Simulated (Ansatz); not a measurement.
**AlClHO radical: how energies converge with the basis set**

The task here is to estimate one member of a computed series from the others.

Method: one geometry, several basis sets; program: Ansatz 0.2.0, Gaussian basis.

Plan: PBE0-D4/def2-SVP; ωB97M-V/def2-SVP; PBE0-D4/def2-QZVPP; ωB97M-V/def2-QZVPP; the functionals' def2-TZVPP values are taken from earlier runs.

## The relaxed structure

All runs share one geometry, relaxed beforehand with PBE0-D4 in a triple-zeta def2 set.

4 atoms, charge 0, spin multiplicity 2.

Atoms are counted from 1 here; the program's logs count them from 0.

Bond lengths: O1–Al2 1.729 Å, Al2–Cl3 2.081 Å, Al2–H4 1.566 Å. Angles: O1–Al2–Cl3 116.2°, O1–Al2–H4 118.8°, Cl3–Al2–H4 125.0°.

The first run:

Contents of in.yaml:

```yaml
crystal:
  periodic: [false, false, false]
  atoms:
    - {symbol: O, position_ang: [0.290638, -1.035926, 1.350607]}
    - {symbol: Al, position_ang: [0.118421, 0.049009, 0.015597]}
    - {symbol: Cl, position_ang: [-1.573206, -0.210557, -1.168755]}
    - {symbol: H, position_ang: [1.219745, 1.137275, -0.217849]}
basis:
  gaussian: {orbitals: def2-SVP}
magnetization: {spin_polarized: true, initial_magnetization: 1}
hamiltonian: {xc: pbe0, dispersion: d4}
output: {orbitals: {seedname: orbitals}}
```

Steps of the session up to this table: PBE0-D4 in def2-SVP; ωB97M-V in def2-SVP; PBE0-D4 in def2-QZVPP; ωB97M-V in def2-QZVPP.

One table of the session follows, with a row left open; its other results are not shown here.

It belongs to the step «Functionals by basis». 

```
functional       basis  HOMO (eV)  LUMO (eV)
   PBE0-D4    def2-SVP      -9.08      -4.46
   PBE0-D4  def2-TZVPP      -9.30      -4.60
   PBE0-D4  def2-QZVPP          ?          ?
   ωB97M-V    def2-SVP     -11.43      -2.15
   ωB97M-V  def2-TZVPP     -11.62      -2.39
   ωB97M-V  def2-QZVPP     -11.66      -2.45
```

Estimate the missing values for PBE0-D4, def2-QZVPP.

The run gave: HOMO (eV): -9.35; LUMO (eV): -4.64. In the column «HOMO (eV)» it lies between ωB97M-V, def2-SVP (-11.43) and PBE0-D4, def2-TZVPP (-9.30).
